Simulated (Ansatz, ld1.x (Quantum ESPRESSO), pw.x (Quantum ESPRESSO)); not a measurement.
pw.x on sc Os: one setting changed

Potential: norm-conserving Troullier–Martins (Kleinman–Bylander form), ld1.x (Quantum ESPRESSO) 7.5, PBEsol; core [Xe] 4f14, reference 5d6 6s2 6p0; waves: 6s (bound): rc 1.85 bohr; 6p (bound, empty): rc 3.75 bohr; 5d (bound): rc 1.70 bohr; 5f channel at 0.45 Ry: rc 3.40 bohr; local part: the f channel; core correction: a·sin(br)/r model core inside 1.50 bohr.

The reference run (k-mesh 13³, cutoffs 85/340 Ry, Fermi–Dirac 0.01 Ry, mixing_beta 0.4, conv_thr 1e-9, no spin) gives -4.06 GPa at 16.223 Å³/atom, where all-electron LAPW gives -0.01 GPa. This run, with its own iteration cap, changes degauss to 0.02.

```
&control
  calculation='scf', prefix='x', pseudo_dir='./', outdir='./tmp', tstress=.true., disk_io='none'
/
&system
  ibrav=0, nat=1, ntyp=1, ecutwfc=85, ecutrho=340, nbnd=11,
  occupations='smearing', smearing='fd', degauss=0.02
/
&electrons
  conv_thr=1e-09, mixing_beta=0.4, electron_maxstep=50
/
ATOMIC_SPECIES
Os 1.0 Os.UPF
CELL_PARAMETERS angstrom
  2.53149490 0.00000000 0.00000000
  0.00000000 2.53149490 0.00000000
  0.00000000 0.00000000 2.53149490
ATOMIC_POSITIONS crystal
Os 0.0000 0.0000 0.0000
K_POINTS automatic
13 13 13 0 0 0
```

```bash
pw.x < Os.scf.in > Os.scf.out
```

Task: How does the run end?

Result: It converges in 8 iterations; the free energy moves by -122.4 meV/atom and the pressure by +1.89 GPa. In a metal, with Fermi–Dirac smearing, F lies below its zero-width value by a term in the square of the width.

```
Message from routine setup:
     using ibrav=0 with symmetry is DISCOURAGED, use correct ibrav instead
     lattice parameter (alat)  =       4.7838  a.u.
     unit-cell volume          =     109.4782 (a.u.)^3
     number of electrons       =         8.00
     number of Kohn-Sham states=           11
     kinetic-energy cutoff     =      85.0000  Ry
     charge density cutoff     =     340.0000  Ry
     scf convergence threshold =      1.0E-09
     Exchange-correlation= PBESOL
     number of k points=    84  Fermi-Dirac smearing, width (Ry)=  0.0200
     iteration #  1     ecut=    85.00 Ry     beta= 0.40
     total energy              =     -39.84502897 Ry
     estimated scf accuracy    <       0.02179459 Ry
     iteration #  2     ecut=    85.00 Ry     beta= 0.40
     total energy              =     -39.84618311 Ry
     estimated scf accuracy    <       0.00235106 Ry
     iteration #  3     ecut=    85.00 Ry     beta= 0.40
     total energy              =     -39.84634067 Ry
     estimated scf accuracy    <       0.00026591 Ry
     [... 2 iterations left out ...]
     iteration #  6     ecut=    85.00 Ry     beta= 0.40
     total energy              =     -39.84635258 Ry
     estimated scf accuracy    <       0.00000001 Ry
     iteration #  7     ecut=    85.00 Ry     beta= 0.40
     total energy              =     -39.84635259 Ry
     estimated scf accuracy    <          1.2E-09 Ry
     iteration #  8     ecut=    85.00 Ry     beta= 0.40
     the Fermi energy is    15.7620 ev
!    total energy              =     -39.84635259 Ry
     estimated scf accuracy    <          9.1E-11 Ry
     smearing contrib. (-TS)   =      -0.02362180 Ry
     The total energy is F=E-TS. E is the sum of the following terms:
     one-electron contribution =      13.57831327 Ry
     hartree contribution      =       1.74140997 Ry
     xc contribution           =     -17.18396449 Ry
     ewald contribution        =     -37.95848953 Ry
     convergence has been achieved in   8 iterations
          total   stress  (Ry/bohr**3)                   (kbar)     P=      -21.70
     Message from routine punch:
     Nothing written, as per user request (disk_io='none')
```

The run took about 13 s on one core of a shared host (Neoverse-V2, 96 threads, 742 GiB, load 80).
